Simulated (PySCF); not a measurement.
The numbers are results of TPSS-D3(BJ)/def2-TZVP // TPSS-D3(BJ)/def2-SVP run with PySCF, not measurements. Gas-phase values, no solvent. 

Reference species (SMILES): `[NH2]` (neutral, multiplicity 2).

The dipole moment is 1.91 D and the highest occupied spin orbital comes out as -7.32 eV.

Changed species: `[OH]` (free radical OH; the reference has free radical NH2).

Q: What does the change do to the dipole moment and highest occupied spin orbital?

A: the dipole moment falls by 0.18 D, to 1.73 D; the highest occupied spin orbital hardly moves.
